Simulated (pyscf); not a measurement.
Thermochemistry of product channels of InH (SMILES [InH]) [singlet] + HF (SMILES F) on the singlet surface, in kJ/mol, from ωB97M-D3(BJ)/def2-TZVP energies (ideal gas, 1 atm, RRHO with modes under 100 cm⁻¹ raised to 100, one conformer, R ln 2 for chiral ones without a mode under 150 cm⁻¹). PySCF, gas phase, ωB97X-D3(BJ)/def2-SVP geometries.

| products | ΔE | ΔH(298 K) | ΔG(298 K) | ΔG(1200 K) |
|---|---|---|---|---|
| F–InH₂ (SMILES [F][InH2]) | -76.9 | -80.3 | -45.4 | +58.9 |
| F–In (SMILES [F][In]) [singlet] + H₂ (SMILES [H][H]) | ? | -147.6 | -143.2 | -133.1 |

What belongs in the gaps?


- F–In (SMILES [F][In]) [singlet] + H₂ (SMILES [H][H]), ΔE: -144.1

The channel to F–InH₂ turns unfavourable between 298 and 1200 K (ΔG from -45.4 kJ/mol to +58.9 kJ/mol).

These are energies of the channels, which say nothing of barriers. Elements past Kr carry the def2 core potentials, without spin-orbit coupling.
